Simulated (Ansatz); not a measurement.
Two isomers of C2H2FNO: A = `O=C=NCF`, B = `NC(F)=C=O`.

Computed with Ansatz on PBE0-D4/def2-TZVP structures; ΔE is electronic, products minus reactants. CCSD(T)/CBS adds triple-zeta CCSD(T) − MP2 to the extrapolated MP2 energy (def2 sets, frozen cores). Functionals use def2-TZVPP. B3LYP here is the variant with VWN-RPA as its local correlation; programs differ in this. Each species was taken in one conformer, which may not be the lowest.

(1) Which is lower in electronic energy at CCSD(T)/CBS, and by how much? (Best estimate.)

(2) Give E(B) − E(A) in kJ/mol with B3LYP-D4, BLYP-D4, B2PLYP, LDA (SPW92), MP2/def2-TZVPP, HF/def2-TZVPP, r2SCAN-D4. (An estimate is asked.)

(3) Does the order hold for the free energy at 298.15 K (harmonic terms from PBE0-D4)? (An estimate is asked.)

Largest T1 diagnostic: 0.016.

Results:

(1) Ansatz gave: A, by 143.4 kJ/mol.

(2) Computed: B3LYP-D4 142.5, BLYP-D4 137.7, B2PLYP 150.5, LDA (SPW92) 125.8, MP2/def2-TZVPP 158.6, HF/def2-TZVPP 166.4, r2SCAN-D4 146.1. None reverses the order clearly.

(3) Computed: Yes: G(B) − G(A) = +144.9 kJ/mol, for one conformer each. Modes under 60 cm⁻¹, often nearly free rotors, make the harmonic entropy too high.

From PBE to PBE0 (25 % exact exchange), in def2-TZVPP and without D4, E(B) − E(A) moves by +6.7 kJ/mol. In def2-TZVPP, CCSD(T) changes the Hartree–Fock value by −18.7 kJ/mol (the triples alone add +0.4 kJ/mol) and MP2 by −7.9 kJ/mol.
